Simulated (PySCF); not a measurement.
A small calculation by hand: entropy of an ideal gas

formic acid (CH₂O₂), SMILES OC=O.

Geometry: PBE0-D3(BJ)/def2-TZVP. One conformer was computed; it need not be the lowest.

PBE0-D3(BJ)/def2-TZVP run with PySCF gives the harmonic wavenumbers 636, 693, 1063, 1150, 1318, 1405, 1854, 3063, 3765 cm⁻¹ and the rotational temperatures 3.7601, 0.5851, 0.5063 K. The molar mass is 46.03 g/mol, the symmetry number 1, the spin multiplicity 1.

### Question
Work out the entropy at 298.15 K and 1 atm in the rigid-rotor, harmonic-oscillator model.

### Answer

Translation (Sackur–Tetrode at 1 atm): S = R[1.5 ln M + 2.5 ln T − 1.16487] = 156.5 J/(mol K).
Rotation: q = (√π/σ) T^1.5/√(θA θB θC) = 8650, S = R[ln q + 3/2] = 87.8 J/(mol K).
Vibration: with u = 1.4388 ν/T, each mode gives R[u/(e^u − 1) − ln(1 − e^−u)]:
```tsv
ν (cm⁻¹)	modes	u	S (J/(mol K))
636	1	3.07	1.64
693	1	3.34	1.32
1063	1	5.13	0.30
1150	1	5.55	0.21
1318	1	6.36	0.11
1405	1	6.78	0.07
1854	1	8.95	0.01
```
The stiffer modes add less than 0.005 each. Sum 3.7 J/(mol K).
Spin: R ln 1 = 0.0 J/(mol K).
Total 248.0 J/(mol K); the program's own thermochemistry gives 248.0. Translation makes up 63 % and vibration 1 %. Anharmonicity, hindered rotation and orbital degeneracy are left out.
